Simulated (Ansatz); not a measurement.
Elastic constant C44 (GPa) of solids drawn from the class of intermetallic compounds, at two levels: LDA in Ansatz (plane waves, PAW), and PBEsol (Ansatz, a first-principles code, plane waves, PAW).

| solid | LDA | PBEsol |
|---|---|---|
| L1₀ (CuAu-type) TiAl | 125 | 120 |
| antifluorite Mg2Ge | 47.4 | 44.0 |
| CsCl-type PdIn | 60.0 | 57.0 |
| CsCl-type RuAl | 141 | 137 |
| L1₂ (Cu3Au-type) Cu3Au | 84.4 | 78.8 |
| L1₂ (Cu3Au-type) Al3Sc | 80.5 | ? |
| CsCl-type CuZn | 102 | 96.4 |
| L1₀ (CuAu-type) FePt | 142 | 129 |
| L1₂ (Cu3Au-type) Ni3Fe | 161 | 149 |
| fluorite PtAl2 | 48.7 | 46.8 |

Q: Estimate the withheld PBEsol value from the other rows.

A: One way: carry over the typical ratio. The ratios PBEsol / LDA of the other rows, in order: 0.908, 0.925, 0.928, 0.934, 0.945, 0.950, 0.960, 0.961, 0.972; median 0.945. L1₂ (Cu3Au-type) Al3Sc: 80.5 × 0.945 = 76.1 GPa; the run gives 76.8 GPa. The ratios spread from 0.908 to 0.972, so such an estimate is rough.

Over all 10 rows PBEsol is the larger in 0.

Ansatz's runs of these crystals have no spin polarisation, but for L1₀ (CuAu-type) FePt, L1₂ (Cu3Au-type) Ni3Fe.

Density-functional runs with spin start from parallel moments for L1₀ (CuAu-type) FePt, parallel moments for L1₂ (Cu3Au-type) Ni3Fe.

Spin–orbit coupling is left out, also for the solids with elements from indium on (CsCl-type PdIn, L1₂ (Cu3Au-type) Cu3Au, L1₀ (CuAu-type) FePt, fluorite PtAl2); its size isn't shown.

Each level is taken at its own relaxed cell. Ansatz's density-functional and Hartree–Fock values are scalar-relativistic unless marked +SOC, with PAW data made under PBE.
